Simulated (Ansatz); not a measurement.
**Relative energies of C5H8O isomers**

2 of its isomers, all singlets with charge 0: A = propargylethyl ether `C#CCOCC`; B = cyclopentanone `O=C1CCCC1`.

Shapes, held fixed at every level: PBE0-D4/def2-TZVP. Flexible molecules stand in one conformer, not always the lowest. Programs: Ansatz 0.2.0.

A:

```xyz
14

C    -1.5071   -2.0781    1.5294
C    -0.7636   -1.8157    0.6246
C     0.1420   -1.4945   -0.4776
O     0.0412   -0.1713   -0.9283
C     0.4789    0.7786    0.0207
C     0.3458    2.1510   -0.5852
H    -2.1699   -2.3120    2.3288
H    -0.0924   -2.1321   -1.3337
H     1.1735   -1.7233   -0.1676
H     1.5255    0.5710    0.2926
H    -0.1210    0.6968    0.9367
H     0.6823    2.9106    0.1236
H     0.9467    2.2338   -1.4928
H    -0.6951    2.3560   -0.8423
```

B:

```xyz
14

O     0.0308   -2.4876    0.5704
C     0.0160   -1.3172    0.3026
C     0.6675   -0.2097    1.1144
C     0.6213    1.0165    0.2108
C    -0.6477    0.8088   -0.6244
C    -0.6571   -0.6887   -0.9063
H     0.0464   -0.0656    2.0070
H     1.6578   -0.5096    1.4588
H     0.6164    1.9588    0.7602
H     1.4966    1.0275   -0.4467
H    -1.5268    1.0816   -0.0317
H    -0.6637    1.4194   -1.5282
H    -0.0335   -0.9301   -1.7758
H    -1.6371   -1.1335   -1.0822
```

Electronic energies in kJ/mol, without zero-point or thermal terms.

**Question.** From chemical knowledge, estimate the order of stability.

**Answer.** B < A in rising energy, over a span of 233 kJ/mol, by CCSD(T)/CBS estimate. All levels agree on that. The B − A difference spans -254.7 to -232.8 kJ/mol over the levels. The CBS estimate extrapolates MP2 from def2-TZVPP and def2-QZVPP and adds CCSD(T) − MP2 in the triple-zeta set, cores frozen.

```csv
level,kind,B − A
PBE-D4/def2-TZVPP,GGA,-251.6
r2SCAN-D4/def2-TZVPP,meta-GGA,-250.5
wB97X-V/def2-TZVPP,range-separated hybrid,-254.7
CCSD(T)/def2-SVP,coupled cluster or CI,-249.1
CCSD/def2-SVP,coupled cluster or CI,-247.9
CCSD(T)/def2-TZVPP,coupled cluster or CI,-234.9
CCSD(T)/CBS estimate,coupled cluster or CI,-232.8
```
